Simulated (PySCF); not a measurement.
Atomic charges against the basis set

Monofluorosilane, FH3Si.
Bonds: F1–Si2. Hydrogens: H3, H4, H5 on Si2.

PBE0 throughout (PySCF), one geometry, spherical d and f functions. Geometry: PBE0-D3(BJ)/def2-SVP; no solvent, vibrations or thermal averaging. Atoms taken as equivalent share a column and are averaged.

Mulliken charges (e):

```tsv
basis	functions	F1	Si2	H3/H4/H5
STO-3G	17	-0.247	+0.626	-0.126
6-31G	28	-0.483	+0.854	-0.124
pcSseg-0	28	-0.511	+0.819	-0.102
6-31G*	38	-0.422	+0.683	-0.087
cc-pVDZ	47	-0.334	+0.532	-0.066
def2-SVP	47	-0.359	+0.639	-0.093
aug-cc-pVDZ	77	-0.600	+0.205	+0.132
6-311+G(2d,p)	80	-0.472	+0.657	-0.062
def2-TZVP	86	-0.331	+0.413	-0.027
cc-pVTZ	106	-0.299	+0.430	-0.044
IGLO-III	109	-0.493	+1.012	-0.173
pcSseg-3	247	-0.445	+0.697	-0.084
```

IAO charges (e):

```
        basis  functions      F1     Si2  H3/H4/H5
       STO-3G         17  -0.374  +0.790    -0.139
        6-31G         28  -0.500  +0.783    -0.095
     pcSseg-0         28  -0.487  +0.771    -0.095
       6-31G*         38  -0.522  +0.931    -0.136
      cc-pVDZ         47  -0.523  +0.917    -0.131
     def2-SVP         47  -0.521  +0.934    -0.138
  aug-cc-pVDZ         77  -0.539  +0.922    -0.128
6-311+G(2d,p)         80  -0.543  +0.953    -0.137
    def2-TZVP         86  -0.544  +0.966    -0.141
      cc-pVTZ        106  -0.540  +0.950    -0.137
     IGLO-III        109  -0.545  +0.961    -0.139
     pcSseg-3        247  -0.547  +0.969    -0.141
```

Hirshfeld charges (e):

```json
{"basis": "STO-3G", "functions": "17", "F1": "-0.165", "Si2": "+0.429", "H3/H4/H5": "-0.088"}
{"basis": "6-31G", "functions": "28", "F1": "-0.241", "Si2": "+0.428", "H3/H4/H5": "-0.062"}
{"basis": "pcSseg-0", "functions": "28", "F1": "-0.233", "Si2": "+0.450", "H3/H4/H5": "-0.072"}
{"basis": "6-31G*", "functions": "38", "F1": "-0.205", "Si2": "+0.410", "H3/H4/H5": "-0.068"}
{"basis": "cc-pVDZ", "functions": "47", "F1": "-0.196", "Si2": "+0.410", "H3/H4/H5": "-0.071"}
{"basis": "def2-SVP", "functions": "47", "F1": "-0.200", "Si2": "+0.420", "H3/H4/H5": "-0.073"}
{"basis": "aug-cc-pVDZ", "functions": "77", "F1": "-0.215", "Si2": "+0.421", "H3/H4/H5": "-0.069"}
{"basis": "6-311+G(2d,p)", "functions": "80", "F1": "-0.217", "Si2": "+0.427", "H3/H4/H5": "-0.070"}
{"basis": "def2-TZVP", "functions": "86", "F1": "-0.206", "Si2": "+0.415", "H3/H4/H5": "-0.070"}
{"basis": "cc-pVTZ", "functions": "106", "F1": "-0.202", "Si2": "+0.411", "H3/H4/H5": "-0.070"}
{"basis": "IGLO-III", "functions": "109", "F1": "-0.206", "Si2": "+0.407", "H3/H4/H5": "-0.067"}
{"basis": "pcSseg-3", "functions": "247", "F1": "-0.208", "Si2": "+0.416", "H3/H4/H5": "-0.069"}
```

ESP-fitted charges (e):

```csv
basis,functions,F1,Si2,H3/H4/H5
STO-3G,17,-0.189,+0.522,-0.111
6-31G,28,-0.387,+0.769,-0.127
pcSseg-0,28,-0.385,+0.879,-0.165
6-31G*,38,-0.261,+0.539,-0.093
cc-pVDZ,47,-0.263,+0.524,-0.087
def2-SVP,47,-0.277,+0.590,-0.105
aug-cc-pVDZ,77,-0.262,+0.510,-0.083
"6-311+G(2d,p)",80,-0.274,+0.536,-0.087
def2-TZVP,86,-0.259,+0.526,-0.089
cc-pVTZ,106,-0.254,+0.524,-0.090
IGLO-III,109,-0.255,+0.504,-0.083
pcSseg-3,247,-0.265,+0.541,-0.092
```

Question: Which scheme is steadiest as the basis changes?

Answer: Largest range over the bases for any column: Hirshfeld 0.08 e, IAO 0.20 e, ESP-fitted 0.37 e, Mulliken 0.81 e. Hirshfeld charges move least and Mulliken charges most, counted in e. Without the minimal STO-3G basis the ranges are Hirshfeld 0.04, IAO 0.20, ESP-fitted 0.37, Mulliken 0.81 e.

Question: How much do the charges still move between the two largest bases, IGLO-III and pcSseg-3?

Answer: At most, over all atoms: Mulliken 0.315 e, IAO 0.008 e, Hirshfeld 0.009 e, ESP-fitted 0.037 e.

Question: What do the same runs give for the total energy, the frontier levels and the dipole moment?

Answer: 
```json
{"basis": "STO-3G", "energy (Eh)": "-386.1199", "HOMO (eV)": "-5.18", "LUMO (eV)": "7.78", "μ (D)": "0.68"}
{"basis": "6-31G", "energy (Eh)": "-390.8629", "HOMO (eV)": "-9.73", "LUMO (eV)": "0.20", "μ (D)": "2.11"}
{"basis": "pcSseg-0", "energy (Eh)": "-390.3554", "HOMO (eV)": "-9.81", "LUMO (eV)": "0.36", "μ (D)": "1.85"}
{"basis": "6-31G*", "energy (Eh)": "-390.9310", "HOMO (eV)": "-9.63", "LUMO (eV)": "0.30", "μ (D)": "1.39"}
{"basis": "cc-pVDZ", "energy (Eh)": "-390.9501", "HOMO (eV)": "-9.65", "LUMO (eV)": "0.27", "μ (D)": "1.43"}
{"basis": "def2-SVP", "energy (Eh)": "-390.7822", "HOMO (eV)": "-9.70", "LUMO (eV)": "0.37", "μ (D)": "1.41"}
{"basis": "aug-cc-pVDZ", "energy (Eh)": "-390.9653", "HOMO (eV)": "-9.79", "LUMO (eV)": "-0.46", "μ (D)": "1.45"}
{"basis": "6-311+G(2d,p)", "energy (Eh)": "-391.0039", "HOMO (eV)": "-9.83", "LUMO (eV)": "-0.43", "μ (D)": "1.50"}
{"basis": "def2-TZVP", "energy (Eh)": "-391.0179", "HOMO (eV)": "-9.79", "LUMO (eV)": "-0.18", "μ (D)": "1.37"}
{"basis": "cc-pVTZ", "energy (Eh)": "-391.0110", "HOMO (eV)": "-9.76", "LUMO (eV)": "-0.04", "μ (D)": "1.32"}
{"basis": "IGLO-III", "energy (Eh)": "-391.0195", "HOMO (eV)": "-9.80", "LUMO (eV)": "0.01", "μ (D)": "1.39"}
{"basis": "pcSseg-3", "energy (Eh)": "-391.0356", "HOMO (eV)": "-9.81", "LUMO (eV)": "-0.44", "μ (D)": "1.39"}
```

The dipole is fixed by the density alone, so its range of 1.43 D shows that the density itself changes with the basis, not only its division among atoms.
